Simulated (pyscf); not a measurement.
`[OH][B]([F])[F]` + `[SiH4]` -> `[OH][B]([F])[F]` + `[SiH4]` (four-centre exchange; singlet surface; H–O, H–Si broken, H–O, H–Si formed). Structures and frequencies: ωB97X-D3(BJ)/def2-SVP in PySCF. Energies in kcal/mol from the separated reactants.

```json
[
 {"level": "PBE/def2-TZVP", "barrier": "64.0", "reaction energy": "0.0"},
 {"level": "r²SCAN/def2-TZVP", "barrier": "70.1", "reaction energy": "0.0"},
 {"level": "B3LYP-D3(BJ)/def2-TZVP", "barrier": "72.6", "reaction energy": "0.0"},
 {"level": "PBE0-D3(BJ)/def2-TZVP", "barrier": "___", "reaction energy": "0.0"},
 {"level": "M06-2X/def2-TZVP", "barrier": "___", "reaction energy": "0.0"},
 {"level": "HF/def2-TZVP", "barrier": "100.5", "reaction energy": "0.0"}
]
```

Q: Some entries are withheld; supply them.

A: 
- PBE0-D3(BJ)/def2-TZVP, barrier: 71.2
- M06-2X/def2-TZVP, barrier: 77.7

The functionals in the table span 13.7 kcal/mol in this barrier, from PBE to M06-2X. The same reactants have a lower exit, to HO–SiH₃ + F–BH–F (barrier +24.3 kcal/mol at ωB97M-D3(BJ)/def2-TZVP, against +76.5 kcal/mol here). One saddle was located; it need not be the lowest between these sides.
